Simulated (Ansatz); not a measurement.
## One arrangement of a pair

The pair of H₂O (SMILES O, atoms 1–3) and N₂ (SMILES N#N, atoms 4–5), both closed shells, in one local arrangement (a lower one may exist), relaxed at PBE0-D4/def2-TZVP:

```json
{"atom": "O1", "x (Å)": "-0.0509", "y (Å)": "-0.2345", "z (Å)": "-1.6845"}
{"atom": "H2", "x (Å)": "-0.0960", "y (Å)": "-0.2466", "z (Å)": "-0.7255"}
{"atom": "H3", "x (Å)": "0.0773", "y (Å)": "0.6874", "z (Å)": "-1.9165"}
{"atom": "N4", "x (Å)": "0.0692", "y (Å)": "-0.1218", "z (Å)": "2.7063"}
{"atom": "N5", "x (Å)": "0.0004", "y (Å)": "-0.0846", "z (Å)": "1.6202"}
```

Program: Ansatz 0.2.0. Basis: def2-TZVPPD, with def2-QZVPPD for the basis limit. Cores are frozen in the correlated methods. B3LYP uses VWN-RPA correlation. Extrapolation: Hartree–Fock as exp(−7.88 √X), correlation as X^−2.97. Interaction energies count from these two fragments, frozen as in the pair, with the counterpoise correction; negative means bound.

Problem. What is the interaction energy by CCSD(T) at an estimated basis limit (MP2 extrapolated from triple and quadruple zeta, plus CCSD(T) − MP2 in triple zeta)? (To be estimated.)

Solution. Computed: -1.12 kcal/mol. Hartree–Fock alone gives -0.17 kcal/mol at the basis limit. It counts from the two fragments frozen as in the pair.

The same quantity by other methods in triple zeta, and each one's difference from that estimate:
```json
{"method": "PBE-D4", "E_int (kcal/mol)": "-1.35", "difference": "-0.23"}
{"method": "revPBE-D4", "E_int (kcal/mol)": "-0.93", "difference": "0.20"}
{"method": "BLYP-D4", "E_int (kcal/mol)": "-1.00", "difference": "0.12"}
{"method": "r2SCAN-D4", "E_int (kcal/mol)": "-0.95", "difference": "0.17"}
{"method": "B97M-V", "E_int (kcal/mol)": "-1.17", "difference": "-0.05"}
{"method": "PBE0-D4", "E_int (kcal/mol)": "-1.18", "difference": "-0.06"}
{"method": "B3LYP-D4", "E_int (kcal/mol)": "-1.08", "difference": "0.04"}
{"method": "HSE06-D4", "E_int (kcal/mol)": "-1.19", "difference": "-0.07"}
{"method": "wB97X-V", "E_int (kcal/mol)": "-1.08", "difference": "0.05"}
{"method": "wB97M-V", "E_int (kcal/mol)": "-1.01", "difference": "0.11"}
{"method": "B2PLYP", "E_int (kcal/mol)": "-0.89", "difference": "0.24"}
{"method": "HF", "E_int (kcal/mol)": "-0.16", "difference": "0.97"}
{"method": "MP2", "E_int (kcal/mol)": "-1.09", "difference": "0.04"}
{"method": "CCSD", "E_int (kcal/mol)": "-0.89", "difference": "0.23"}
{"method": "CCSD(T)", "E_int (kcal/mol)": "-1.03", "difference": "0.09"}
```
Differences are method less estimate.

Problem. Which atoms make the shortest contact between the fragments?

Solution. H2 and N5, 2.35 Å apart.

Basis-set superposition shift (counterpoise-corrected less uncorrected): CCSD(T) 0.30; MP2 0.30; HF 0.03; PBE0-D4 0.05; wB97M-V 0.05 kcal/mol.

No T1 diagnostic of these runs exceeds 0.014.

For scale, one of the runs: CCSD(T)/def2-TZVPPD, 148 basis functions, launched by `ansatz run in.yaml --threads 2 --pin off --events-out ev --progress --plain --max-ram 5222MiB`. Time: 14 s of wall clock on 2 CPU threads of an Arm Neoverse V1; the host was shared. Peak host memory: 0.97 GiB.
